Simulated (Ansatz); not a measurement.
# PH₄ (doublet): from Hartree-Fock to the top rungs at distance P1–H3 = 1.715 Å, 6-31G

How much of the correlation energy of PH₄ (doublet) does each wave-function method recover here?

Program: Ansatz 0.2.0, Gaussian basis. Level of theory: 6-31G, core rule «outside noble gas», up to 5 orbitals frozen. These are calculated values, not measurements.

To be run: UHF; CCSD(T) on ROHF; CCSD(T) on UHF; BCCD(T) on ROHF; CISD; CCSDT(Q) on ROHF; CCSDT(Q) on UHF; CISDTQ; CCSDTQ on ROHF; CCSDTQ on UHF; CASSCF and MRCISD+Q, 3 electrons in 3 orbitals; CASSCF and NEVPT2, 3 electrons in 3 orbitals; CASSCF and MRCISD+Q, 9 electrons in 8 orbitals; CASSCF and NEVPT2, 9 electrons in 8 orbitals; Full CI.

21 further runs of the same task are left out: 17 that didn't finish, 4 set aside as unsound or not needed.

### Step 1. What is computed

The geometry derives from a PBE0/def2-TZVP stationary point (not a proven minimum). One bond is set to the value named and the two fragments are kept rigid.

5 atoms, charge 0, spin multiplicity 2.

Atoms are counted from 1 here; the program's logs count them from 0.

Bond lengths: P1–H2 1.519 Å, P1–H4 1.410 Å, P1–H5 1.519 Å. Angles: H2–P1–H4 92.8°, H2–P1–H5 171.2°, H4–P1–H5 92.8°.

### Step 2. UHF

The input, in.yaml:

```yaml
crystal:
  periodic: [false, false, false]
  atoms:
    - {symbol: P, position_ang: [0.051289, -0.006721, 0.000000]}
    - {symbol: H, position_ang: [0.167239, -0.006721, -1.514668]}
    - {symbol: H, position_ang: [-1.053594, 1.304941, 0.000000]}
    - {symbol: H, position_ang: [-0.856968, -1.084959, 0.000000]}
    - {symbol: H, position_ang: [0.167239, -0.006721, 1.514668]}
basis:
  gaussian: {orbitals: 6-31G}
magnetization: {spin_polarized: true, initial_magnetization: 1}
hamiltonian: {xc: hf}
output: {orbitals: {seedname: orbitals}}
```

Command:

```console
> ansatz run in.yaml --threads 1 --pin off --events-out ev --progress --plain --max-ram 2393MiB
```

The runs that follow: CCSD(T) on ROHF; CCSD(T) on UHF; BCCD(T) on ROHF; CISD; CCSDT(Q) on ROHF; CCSDT(Q) on UHF; CISDTQ; CCSDTQ on ROHF; CCSDTQ on UHF; CASSCF and MRCISD+Q, 3 electrons in 3 orbitals; CASSCF and NEVPT2, 3 electrons in 3 orbitals; CASSCF and MRCISD+Q, 9 electrons in 8 orbitals; CASSCF and NEVPT2, 9 electrons in 8 orbitals; Full CI.

Before running them: what should the planned runs give, taken together? Wanted: FCI below the RHF energy; RMP2 from FCI; UMP2 from FCI; RCCSD from FCI; RCCSD(T) from FCI; UCCSD(T) from FCI; RCCSDT(Q) from FCI; UCCSDT(Q) from FCI; NEVPT2 pair from FCI.

The runs gave:

```
                         quantity                                                                                                                                         value
         FCI below the RHF energy                                                                                                                                    -3.0061 eV
                    RMP2 from FCI                                                                                                                                    +834.5 meV
                    UMP2 from FCI                                                                                                                                    +826.1 meV
                   RCCSD from FCI                                                                                                                                     +53.8 meV
                RCCSD(T) from FCI                                                                                                                                     +15.2 meV
                UCCSD(T) from FCI                                                                                                                                     +15.8 meV
               RCCSDT(Q) from FCI                                                                                                                                      +0.4 meV
               UCCSDT(Q) from FCI                                                                                                                                      +0.4 meV
             NEVPT2 pair from FCI                                                                                                                                    +576.6 meV
           MRCISD+Q pair from FCI                                                                                                                                     -12.9 meV
          NEVPT2 valence from FCI                                                                                                                                    +216.6 meV
levels within 1 kcal/mol (43 meV)  RCCSD(T), UCCSD(T), BCCD(T), RCCSDT, UCCSDT, CISDTQ, RCCSDT(Q), UCCSDT(Q), RCCSDTQ, UCCSDTQ, MRCISD+Q pair, MRCISD valence, MRCISD+Q valence
                    T1 diagnostic                                                                                                                                         0.022
   effectively unpaired electrons                                                                                                                                          1.05
```

What this shows: RCCSD(T) misses by +15.2 meV, 0.5 % of the correlation energy. MRCISD+Q pair falls below full CI: the +Q correction isn't variational, and the cores differ from full CI's. One determinant dominates. Of the multireference levels listed MRCISD+Q valence comes nearest in total energy (+5.6 meV), which doesn't show that its space is the better one. These misses are within one basis, not against nature; the frozen cores of restricted and unrestricted runs differ, which can shift their rows.
